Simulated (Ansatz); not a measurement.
Two isomers of C5H8: A = `CC=C1CC1`, B = `C=C=CCC`.

Computed with Ansatz on PBE0-D4/def2-TZVP structures; ΔE is electronic, products minus reactants. CCSD(T)/CBS is the MP2 limit (def2-TZVPP, def2-QZVPP) plus CCSD(T) − MP2 in def2-TZVPP, frozen cores. DFT in def2-TZVPP. B3LYP here is the variant with VWN-RPA as its local correlation; programs differ in this. One conformer a species, not always the lowest.

Question: Which is lower in electronic energy at CCSD(T)/CBS, and by how much? (An estimate is asked.)

Answer: The calculation gave: B, by 4.7 kcal/mol.

Question: Give E(B) − E(A) in kcal/mol with B2PLYP, B3LYP-D4, r2SCAN-D4, HF/def2-TZVPP, MP2/def2-TZVPP, PBE-D4, ωB97M-V. (Best estimate.)

Answer: Computed: B2PLYP -5.3, B3LYP-D4 -6.0, r2SCAN-D4 -3.2, HF/def2-TZVPP -6.7, MP2/def2-TZVPP -2.3, PBE-D4 -2.5, ωB97M-V -3.5. None reverses the order clearly.

Largest T1 diagnostic: 0.011.

In def2-TZVPP, CCSD(T) changes the Hartree–Fock value by +2.0 kcal/mol (the triples alone add −0.2 kcal/mol) and MP2 by +4.4 kcal/mol. From PBE to PBE0 (25 % exact exchange), in def2-TZVPP and without D4, E(B) − E(A) moves by +1.6 kcal/mol.
